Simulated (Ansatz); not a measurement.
Consider the interaction energy of a dimer with the counterpoise correction of CF2, SMILES F[C]F (Ansatz 0.2.0, Python API).

`dimer_cf2.py`:
```python
"""Binding of a CF2 dimer at a trial geometry."""

import ansatz as az

BASIS_SET = "cc-pVDZ"
FUNCTIONAL = "b3lyp"

FIRST = [
    ("F", (0.3969, 1.0328, 0.3328)),
    ("C", (0.3268, -0.2722, 0.1497)),
    ("F", (-0.7238, -0.7606, -0.4825)),
]
SECOND = [
    ("F", (-0.1863, 1.7792, -3.5363)),
    ("C", (0.7678, 2.0473, -2.6649)),
    ("F", (1.9372, 2.4546, -3.1216)),
]

def energy(atoms, ghosts=()):
    molecule = az.Crystal.molecule()
    for symbol, xyz in atoms:
        molecule = molecule.atom(symbol, xyz)
    calc = (
        molecule.calculation()
        .basis(gaussian=BASIS_SET)  # the orbital basis, by name
        .functional(FUNCTIONAL)
    )
    deck = calc.input()
    if ghosts:
        deck = deck.set(az.key.basis.gaussian.ghost_atoms, [{"symbol": s, "position_ang": list(xyz)} for s, xyz in ghosts])
    return az.Session.from_dict(deck).plan().execute().report["free_energy_ev"]


def main() -> None:
    # monomers in their own basis and in the basis of the dimer
    both = energy(FIRST + SECOND)
    alone = energy(FIRST) + energy(SECOND)
    ghosted = energy(FIRST, SECOND) + energy(SECOND, FIRST)
    print(f"dimer {both:.6f} eV")
    print(f"interaction, uncorrected   {23.060548 * (both - alone):8.3f} kcal/mol")
    print(f"interaction, counterpoise  {23.060548 * (both - ghosted):8.3f} kcal/mol")
    print(f"basis-set superposition    {23.060548 * (alone - ghosted):8.3f} kcal/mol")


if __name__ == "__main__":
    main()
```

How large is the interaction at this pose, and how much of it is basis-set superposition?

Uncorrected it is -0.831 kcal/mol, with the counterpoise correction 0.342 kcal/mol; the difference, 1.17 kcal/mol, is the superposition error. The sign changes with the correction, so this basis doesn't settle it.

The run itself:

```console
$ python dimer_cf2.py
dimer -12935.974814 eV
interaction, uncorrected     -0.831 kcal/mol
interaction, counterpoise     0.342 kcal/mol
basis-set superposition       1.173 kcal/mol
```

Reading the output:
- Total energies depend on the basis set; only differences at equal settings carry meaning.
- The dimer is a generated trial pose of unrelaxed monomers, not a minimum, so the figure is no binding energy, and the basis set is small.
- b3lyp holds the VWN-RPA fit, as in Gaussian; the form of ORCA and Turbomole is b3lyp5.
- This level lacks the dispersion part of the attraction (electrostatics and induction are there), which can decide the sign where the interaction is weak.
- Run time: 5.9 s on 1 thread of Arm Neoverse V1 (shared host), peak memory 0.2 GiB.
